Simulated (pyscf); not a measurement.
6 silicon, germanium or tin steps of one kind (substitution at Ge, radical): reaction energy in kcal/mol, from the separated reactants or the lowest minimum found. PySCF, gas phase, ωB97X-D3(BJ)/def2-SVP geometries. Functionals in def2-TZVP; the last column is ωB97M-D3(BJ)/def2-TZVP. Rows were drawn at random from the steps of this kind and element class whose saddle was verified and whose references are stable.

```tsv
step	PBE	M06-2X	PBE0-D3(BJ)	ωB97M-D3(BJ)
`[GeH3][GeH3]` + `[H]` [doublet] → `[GeH4]` + `[GeH3]` [doublet]	-15.4	-19.8	-14.4	-18.2
`[GeH3][SnH3]` + `[H]` [doublet] → `[SnH3]` [doublet] + `[GeH4]`	-22.0	-27.2	-20.6	-24.6
`[SH][GeH3]` + `[H]` [doublet] -> `[SH]` [doublet] + `[GeH4]`	-5.3	-5.4	-5.3	-8.3
`[CH3][GeH3]` + `[H]` [doublet] -> `[GeH4]` + `[CH3]` [doublet]	-4.7	-3.9	-4.7	-6.2
`[PH2][GeH3]` + `[H]` [doublet] -> `[PH2]` [doublet] + `[GeH4]`	-18.5	-19.8	-18.1	-20.8
`[GeH3][SnH3]` + `[CH3]` [doublet] -> `[SnH3]` [doublet] + `[CH3][GeH3]`	-17.3	-23.3	-15.9	-18.4
```

Differences from the last column (kcal/mol): PBE: mean +2.2, median +2.5, mean size 2.2, lower in 0 of 6; M06-2X: mean -0.5, median -0.3, mean size 2.5, lower in 3 of 6; PBE0-D3(BJ): mean +2.9, median +2.8, mean size 2.9, lower in 0 of 6. PBE is closest for row 6 (1.1 kcal/mol apart) and farthest for row 3 (3.0 kcal/mol). PBE, r²SCAN and M06-2X carry no added dispersion term. The last column is a level with limits of its own. Left out: the spin-orbit lowering of SH. Elements up to Kr have no core potential and no relativistic terms here. Elements past Kr carry the def2 core potentials, without spin-orbit coupling.
